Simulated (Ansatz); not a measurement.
A made-up structure of CH2MgO, singlet:

```tsv
atom	x (Å)	y (Å)	z (Å)
C1	-0.3597	0.6195	0.0106
O2	-1.2367	0.6475	0.8249
Mg3	1.4527	-2.4867	-0.0511
H4	-0.5299	0.2714	-1.0287
H5	-1.7457	0.6042	1.6495
```

It is relaxed with PBE-D4/def2-SVP and then PBE0-D4/def2-TZVP (Ansatz 0.2.0). Atoms count as bonded within 1.22 times the sum of their covalent radii (H–H: 0.88 Å). The end point is not checked to be a true minimum.

(1) Does its bonding change? (Judge from chemistry; the calculation decides.)

Answers

(1) Computed: Yes. Formed: C1–Mg3; broken: none.

Where it ends: The first stage lowers the energy by 2.62 eV in 12 steps. It ends as CH₂MgO ([OH][CH][Mg]):
C1  (-0.212, 0.241, 0.058)
O2  (-1.392, 0.448, 0.635)
Mg3  (0.896, -1.770, 0.148)
H4  (-0.430, 0.318, -1.030)
H5  (-1.281, 0.419, 1.593)
(Å)

Labels in which every atom is bracketed show which atoms are joined, not bond orders.

For scale, one of the runs: PBE0-D4/def2-TZVP relaxation, 106 basis functions, launched by `ansatz run in.yaml --threads 2 --pin off --events-out ev --progress --plain --max-ram 4352MiB`. Hardware: 2 CPU threads of an Arm Neoverse V1, shared host. Wall time about 11 s.
